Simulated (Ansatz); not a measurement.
```yaml
crystal:
  periodic: [false, false, false]
  atoms:
    - {symbol: C, position_ang: [-0.368792, 1.418701, -1.313060]}
    - {symbol: C, position_ang: [0.107332, 0.617256, -0.557308]}
    - {symbol: C, position_ang: [0.645270, -0.394600, 0.338365]}
    - {symbol: O, position_ang: [0.560129, -1.685041, -0.187742]}
    - {symbol: S, position_ang: [-0.104003, -0.210268, 2.004171]}
    - {symbol: H, position_ang: [-0.778703, 2.138390, -1.981867]}
    - {symbol: H, position_ang: [1.709294, -0.214999, 0.507457]}
    - {symbol: H, position_ang: [-0.361575, -1.869132, -0.396034]}
    - {symbol: H, position_ang: [-1.320453, 0.153394, 1.568817]}
basis:
  gaussian: {orbitals: cc-pVDZ}
hamiltonian: {xc: {name: HF}}
correlation: {active_space: {window: {electrons: 3, orbitals: 2}}}
accuracy: high
output: {forces: true}
```

```sh
$ ansatz run in.yaml --threads 2 --pin off --events-out ev --progress --plain --max-ram 4352MiB
```

Question: How does Ansatz answer? (An estimate is asked.)

Answer: Computed: The run stopped with an error.
```
Functional definition: HF
2158 factors; integrals over basis functions are off by at most 3.6e-9 eV
mean field evaluation 1: about -16003.9597 eV, gradient 3.4e1 eV
mean field evaluation 2: about -16004.1782 eV, gradient 3.4e1 eV
mean field evaluation 4: about -16007.1313 eV, gradient 4.2e0 eV
mean field evaluation 8: about -16007.1943 eV, gradient 1.4e-1 eV
mean field evaluation 16: about -16007.1944 eV, gradient 1.8e-8 eV
mean field -16007.19435739 eV, -588.2535425680 hartree, gradient 1.8e-8 eV, S^2 0.000000; 0 other end points of the search recorded, 0 dependent functions left out
reference -16007.19435739 eV, -588.2535425680 hartree; 23, 23 occupied and 71, 71 virtual orbitals, 2158 factors
Error: 3 electrons in 2 orbitals form no window around the highest filled level of the reference
```
